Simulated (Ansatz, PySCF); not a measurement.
This PySCF input computes a CAM-B3LYP/def2-TZVPD energy:

```python
from pyscf import gto, scf, dft

mol = gto.M(
    atom='''
    C     1.52595049    0.66962465   -0.00514131
    C     0.01306672    0.83177596    0.01107469
    S    -0.76842299   -0.82795444   -0.00401662
    H    -2.04530251   -0.41196503    0.01342695
    H    -0.30620621    1.36414052    0.90638732
    H    -0.32262366    1.38796375   -0.86351038
    H     2.00875442    1.64843170    0.00355520
    H     1.87121493    0.11325855    0.86772264
    H     1.85482770    0.13703792   -0.89891611
    ''',
    basis='def2-tzvpd',
    charge=0,
    spin=0,
    verbose=4,
)

mf = dft.RKS(mol, xc='camb3lyp').density_fit(auxbasis='def2-universal-jkfit')
mf.grids.level = 3
mf.conv_tol = 1e-9
mf.max_cycle = 100
mf.max_memory = 1500
mf.kernel()
if not mf.converged:
    mf = mf.newton()
    mf.kernel(mf.make_rdm1())
mf.analyze()
```

Write an input for the same energy in Ansatz (a quantum-chemistry and plane-wave program) and say what it gives.


Ansatz 0.2 input:
```yaml
crystal:
  periodic: [false, false, false]
  atoms:
    - {symbol: C, position_ang: [1.52595049, 0.66962465, -0.00514131]}
    - {symbol: C, position_ang: [0.01306672, 0.83177596, 0.01107469]}
    - {symbol: S, position_ang: [-0.76842299, -0.82795444, -0.00401662]}
    - {symbol: H, position_ang: [-2.04530251, -0.41196503, 0.01342695]}
    - {symbol: H, position_ang: [-0.30620621, 1.36414052, 0.90638732]}
    - {symbol: H, position_ang: [-0.32262366, 1.38796375, -0.86351038]}
    - {symbol: H, position_ang: [2.00875442, 1.64843170, 0.00355520]}
    - {symbol: H, position_ang: [1.87121493, 0.11325855, 0.86772264]}
    - {symbol: H, position_ang: [1.85482770, 0.13703792, -0.89891611]}
basis:
  gaussian:
    orbitals: def2-TZVPD
hamiltonian:
  xc: {name: CAM-B3LYP}
output: {forces: true}
```
It gives -478.01710 Eh, and PySCF -478.01718 Eh, a difference of 0.08 mEh, from the treatment of integrals and grids.
